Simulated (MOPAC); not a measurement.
MOPAC input (PM6):

```
PM6 FORCE THERMO(298,298) PRECISE LET UHF MS=0.5 GEO-OK AUX(PRECISION=9) THREADS=1
C3H7O

O     0.06910505 1   -0.61149310 1    0.22769010 1
C    -0.08273740 1    0.65838724 1   -0.23550060 1
C     1.39164981 1   -1.18054161 1    0.04282370 1
C    -1.44311754 1    1.17441812 1   -0.01753175 1
H     0.71504738 1    1.18729403 1   -0.69746449 1
H     1.28254910 1   -2.17953276 1    0.48055023 1
H     1.62949569 1   -1.24312928 1   -1.02200058 1
H     2.13459847 1   -0.59291790 1    0.58784736 1
H    -1.92725556 1    1.43854635 1   -0.96915741 1
H    -2.08170546 1    0.42628994 1    0.47996054 1
H    -1.43264168 1    2.07183689 1    0.61833206 1
```

From the last part of the output:

```
     H   11   0.001356   0.001900   0.443347   0.434450   4.208613

          HEAT OF FORMATION =     -30.975211 KCALS/MOLE

          ZERO POINT ENERGY      53.254 KCAL/MOL

           NORMAL COORDINATE ANALYSIS (Total motion = 1 Angstrom)

   Root No.       1         2         3         4         5         6         7         8

                 1 A"      2 A"      3 A"      1 A'      2 A'      4 A"      3 A'      5 A"

                  50.8      96.2     140.7     279.5     498.5     518.2     919.6     960.4

           1    0.0000    0.0000   -0.0000    0.0582    0.0047    0.0000   -0.0265    0.0000
           2    0.0000    0.0000   -0.0000    0.0234    0.0629    0.0000   -0.0244   -0.0000
           3    0.0094    0.0552   -0.0613   -0.0000   -0.0000    0.0260   -0.0000    0.0017
           4   -0.0000    0.0000    0.0000    0.0549    0.0037   -0.0000    0.0343   -0.0000
           5   -0.0000    0.0000    0.0000    0.0346   -0.0568   -0.0000    0.0079    0.0000
           6   -0.0386    0.0544    0.0235    0.0000    0.0000   -0.1023    0.0000   -0.0443
           7    0.0000   -0.0000    0.0000   -0.0428   -0.0644    0.0000   -0.0341   -0.0000
           8    0.0000   -0.0000    0.0000   -0.0332    0.0406    0.0000    0.0313   -0.0000
           9    0.0125   -0.0516    0.0218    0.0000   -0.0000    0.0013    0.0000   -0.0022
          10   -0.0000    0.0000   -0.0000   -0.0543    0.0517   -0.0000    0.0536    0.0000
          11   -0.0000    0.0000   -0.0000   -0.0139   -0.0545   -0.0000   -0.0064    0.0000
          12    0.0104   -0.0477    0.0153   -0.0000    0.0000    0.0090   -0.0000    0.0741
          13   -0.0000    0.0000    0.0000    0.0748    0.0509    0.0000   -0.0498   -0.0000
          14   -0.0000    0.0000    0.0000    0.0163   -0.0825    0.0000    0.0549    0.0000
          15   -0.0911    0.1108    0.0958    0.0000   -0.0000    0.5908    0.0000    0.0034
          16    0.0000   -0.0000    0.0000   -0.0227   -0.0448    0.0000   -0.0469   -0.0000
          17    0.0000   -0.0000    0.0000   -0.1314   -0.0650    0.0000    0.1292   -0.0000
          18    0.0668    0.0270    0.2724    0.0000    0.0000   -0.0146   -0.0000    0.0040
          19    0.0415    0.0431    0.1934   -0.0929   -0.1131   -0.0126    0.0193    0.0056
          20    0.0185    0.1013    0.0619   -0.0084    0.0591    0.0171    0.0043   -0.0107
          21   -0.0115   -0.1265   -0.0761   -0.0003    0.0005   -0.0062   -0.0014    0.0035
          22   -0.0415   -0.0432   -0.1934   -0.0929   -0.1131    0.0127    0.0193   -0.0056
          23   -0.0185   -0.1013   -0.0620   -0.0084    0.0591   -0.0171    0.0044    0.0107
          24   -0.0115   -0.1265   -0.0761    0.0003   -0.0005   -0.0062    0.0014    0.0035
          25   -0.1936   -0.0231    0.0212   -0.0769    0.0714   -0.0192   -0.0125    0.1323
          26   -0.0439   -0.0765    0.0023   -0.0770   -0.0097    0.0721   -0.1809   -0.3059
          27    0.1388   -0.0465    0.0005    0.0017   -0.0031    0.0373   -0.0001   -0.1155
          28   -0.0000    0.0000   -0.0000   -0.1334    0.1101   -0.0000   -0.1375    0.0000
          29   -0.0000   -0.0000    0.0000    0.0647   -0.1070    0.0000    0.1649   -0.0000
          30   -0.1928   -0.1329    0.0336   -0.0000    0.0000    0.0450   -0.0000   -0.1396
          31    0.1937    0.0231   -0.0212   -0.0769    0.0713    0.0192   -0.0125   -0.1323
          32    0.0439    0.0765   -0.0023   -0.0769   -0.0097   -0.0721   -0.1808    0.3059
          33    0.1388   -0.0465    0.0005   -0.0017    0.0030    0.0373    0.0001   -0.1155

   Root No.       9        10        11        12        13        14        15        16

                 4 A'      6 A"      5 A'      6 A'      7 A'      7 A"      8 A"      8 A'

                1052.2    1063.2    1135.3    1211.5    1234.0    1240.4    1251.3    1251.9

           1    0.0179    0.0000    0.0318    0.0197   -0.0107    0.0000   -0.0000    0.0175
           2   -0.0245    0.0000   -0.0910   -0.0118   -0.0065   -0.0000   -0.0000    0.0014
           3    0.0000    0.0282    0.0000    0.0000   -0.0000    0.0001   -0.0036   -0.0000
           4    0.0272   -0.0000    0.0051   -0.0237    0.0089   -0.0000    0.0000   -0.0149
           5    0.0203   -0.0000    0.0017   -0.0543   -0.0096    0.0000    0.0000   -0.0050
           6   -0.0000    0.0034    0.0000    0.0000    0.0000   -0.0038   -0.0014    0.0000
           7   -0.0523    0.0000   -0.0046   -0.0209    0.0033   -0.0000   -0.0000   -0.0343
           8    0.0150    0.0000    0.1099    0.0134    0.0042   -0.0000   -0.0000   -0.0123
           9   -0.0000   -0.0699    0.0000    0.0000    0.0000    0.0025   -0.0341    0.0000
          10   -0.0245   -0.0000   -0.0205    0.0132   -0.0310    0.0000    0.0000   -0.0029
          11   -0.0180   -0.0000   -0.0003    0.0590    0.0044    0.0000    0.0000   -0.0047
          12    0.0000   -0.0022   -0.0000   -0.0000   -0.0000   -0.0347   -0.0026   -0.0000
          13    0.0896    0.0000   -0.0769    0.2421    0.0953   -0.0000   -0.0000   -0.0970
          14   -0.0228   -0.0000    0.0490   -0.2160   -0.0657    0.0000    0.0000    0.0481
          15   -0.0000    0.0159    0.0000   -0.0000    0.0000    0.0060    0.0000    0.0000
          16   -0.0800    0.0000    0.0584   -0.0076    0.0024   -0.0000    0.0000    0.0095
          17    0.2423    0.0000   -0.1940   -0.0134   -0.0061   -0.0000    0.0000   -0.1214
          18   -0.0000    0.1425    0.0000    0.0000   -0.0000   -0.0296    0.3846    0.0000
          19    0.0886    0.1500   -0.1218    0.0473   -0.0239    0.0193   -0.2469    0.1943
          20   -0.0422   -0.3067    0.0987   -0.0017   -0.0001   -0.0028    0.0272    0.1505
          21   -0.0057    0.1006    0.0180   -0.0131    0.0086   -0.0034    0.0459   -0.1575
          22    0.0885   -0.1499   -0.1218    0.0473   -0.0239   -0.0193    0.2469    0.1943
          23   -0.0422    0.3067    0.0987   -0.0017   -0.0000    0.0028   -0.0272    0.1505
          24    0.0056    0.1006   -0.0180    0.0131   -0.0086   -0.0034    0.0459    0.1575
          25    0.0168   -0.0041   -0.0141   -0.0901    0.2365   -0.1314   -0.0101    0.0331
          26    0.0804    0.0098    0.0533    0.0341    0.0322   -0.2056   -0.0160   -0.0029
          27   -0.0028    0.0038    0.0083    0.0645   -0.1708    0.0343    0.0025   -0.0249
          28    0.0867   -0.0000    0.0241   -0.0873   -0.1289    0.0000    0.0000   -0.0227
          29   -0.1128   -0.0000   -0.0403    0.1370    0.1222    0.0000    0.0000    0.0163
          30    0.0001    0.0034   -0.0000   -0.0000   -0.0000    0.3908    0.0303   -0.0000
          31    0.0168    0.0041   -0.0141   -0.0901    0.2365    0.1315    0.0101    0.0331
          32    0.0804   -0.0099    0.0533    0.0340    0.0322    0.2057    0.0160   -0.0028
          33    0.0029    0.0038   -0.0083   -0.0645    0.1708    0.0342    0.0025    0.0249

   Root No.      17        18        19        20        21        22        23        24

                 9 A'     10 A'     11 A'     12 A'      9 A"     13 A'     10 A"     14 A'

                1273.1    1314.3    1343.3    1364.7    2679.7    2687.1    2687.8    2689.4

           1   -0.0562   -0.0109    0.0194   -0.0491   -0.0000   -0.0018    0.0000    0.0005
           2   -0.0151    0.0012   -0.0033    0.0139   -0.0000   -0.0005   -0.0000   -0.0003
           3    0.0000    0.0000   -0.0000   -0.0000   -0.0017   -0.0000   -0.0002   -0.0000
           4    0.0364    0.0417    0.0031    0.0934   -0.0000    0.0010   -0.0000   -0.0004
           5    0.0417   -0.0356   -0.0373   -0.0517    0.0000    0.0001    0.0000    0.0027
           6   -0.0000   -0.0000    0.0000    0.0000   -0.0001    0.0000   -0.0028    0.0000
           7    0.0169    0.0089    0.0036   -0.0168   -0.0000   -0.0393   -0.0000   -0.0017
           8   -0.0153   -0.0204   -0.0141    0.0229   -0.0000   -0.0248   -0.0000   -0.0011
           9    0.0000   -0.0000   -0.0000   -0.0000   -0.0548    0.0000   -0.0015    0.0000
          10    0.0018   -0.0026   -0.0256   -0.0309    0.0000    0.0019    0.0000   -0.0408
          11   -0.0040   -0.0063    0.0614    0.0467    0.0000    0.0009    0.0000   -0.0165
          12   -0.0000    0.0000   -0.0000    0.0000    0.0015   -0.0000   -0.0531   -0.0000
          13    0.2389   -0.0865   -0.0594   -0.0659   -0.0000   -0.0018   -0.0000   -0.0276
          14   -0.0931    0.0438    0.0067    0.0474    0.0000   -0.0058    0.0000   -0.0407
          15    0.0000   -0.0001    0.0000    0.0000    0.0002    0.0000    0.0001    0.0000
          16    0.0198   -0.0223   -0.0266    0.0255   -0.0000    0.4013   -0.0000    0.0178
          17   -0.0587    0.1157    0.1381   -0.1964   -0.0000    0.0696   -0.0000    0.0033
          18    0.0000    0.0000   -0.0000   -0.0000   -0.0285   -0.0000   -0.0007    0.0000
          19   -0.0323   -0.0730   -0.0703    0.1173    0.1156    0.0432    0.0032    0.0020
          20    0.1414    0.0965    0.0768   -0.1196    0.2396    0.1195    0.0066    0.0050
          21   -0.0792   -0.0434   -0.0311    0.0437    0.3552    0.2129    0.0100    0.0091
          22   -0.0323   -0.0731   -0.0702    0.1173   -0.1156    0.0432   -0.0032    0.0020
          23    0.1414    0.0965    0.0768   -0.1196   -0.2396    0.1195   -0.0066    0.0050
          24    0.0792    0.0433    0.0311   -0.0436    0.3552   -0.2129    0.0100   -0.0090
          25   -0.0231   -0.0283    0.0136   -0.0158   -0.0075   -0.0045    0.2667    0.1100
          26   -0.0368    0.1448   -0.1344    0.0092    0.0024    0.0023   -0.0838   -0.0492
          27    0.0115    0.0532   -0.0569    0.0005   -0.0097   -0.0077    0.3467    0.1838
          28    0.0867   -0.0880    0.1161    0.0714    0.0000   -0.0144    0.0000    0.2903
          29   -0.0837    0.0808   -0.0967   -0.0639    0.0000   -0.0153    0.0000    0.3073
          30   -0.0000    0.0001   -0.0000   -0.0000    0.0008   -0.0000   -0.0261   -0.0001
          31   -0.0231   -0.0283    0.0136   -0.0158    0.0075   -0.0045   -0.2666    0.1100
          32   -0.0368    0.1448   -0.1344    0.0092   -0.0023    0.0023    0.0839   -0.0492
          33   -0.0115   -0.0533    0.0569   -0.0005   -0.0097    0.0077    0.3467   -0.1838

   Root No.      25        26        27

                15 A'     16 A'     17 A'

                2759.8    2765.8    2783.2

           1   -0.0020   -0.0001   -0.0008
           2    0.0029   -0.0017   -0.0001
           3    0.0000    0.0000   -0.0001
           4   -0.0032   -0.0194   -0.0049
           5   -0.0045   -0.0284   -0.0159
           6   -0.0001   -0.0000    0.0001
           7   -0.0116    0.0015   -0.0009
           8    0.0122   -0.0025    0.0002
           9   -0.0000    0.0000   -0.0000
          10   -0.0011   -0.0064    0.0052
          11    0.0015    0.0055   -0.0187
          12    0.0000   -0.0000   -0.0000
          13    0.0390    0.2422    0.0933
          14    0.0627    0.3820    0.1515
          15   -0.0002   -0.0001    0.0002
          16    0.2990   -0.0555    0.0125
```
